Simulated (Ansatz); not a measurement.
Species: AlF2, charge 0, multiplicity 2. It need not be the lowest isomer of its formula. 
Geometry from a B3LYP-D3(BJ)/def2-TZVP (Ansatz, a quantum-chemistry and plane-wave program) optimisation:
```xyz
3

Al    -0.0022     0.4808     0.0049
F      1.4323    -0.3405    -0.0081
F     -1.4291    -0.3540     0.0011
```
Charge 0, spin multiplicity 2.

Basis-set convergence of Hartree-Fock and MP2 correlation energies (hartree) with Ansatz. Correlated levels leave the core frozen unless marked. UHF or UKS for open shells. No spin-orbit coupling. Non-relativistic.

```csv
basis,functions,E(HF),"E(corr, MP2)"
cc-pV(D+d)Z,51,-440.92530,-0.41965
cc-pV(T+d)Z,99,-441.01068,-0.56106
cc-pV(Q+d)Z,174,-441.03478,-0.61319
```

Extrapolating the two largest sets (X = 3 and 4) as X^-3: E(corr) = (64·(-0.61319) - 27·(-0.56106))/37 = -0.6512 Eh, an estimate of the basis-set limit. The largest set recovers 94.2 % of it, the smallest 64.4 %.
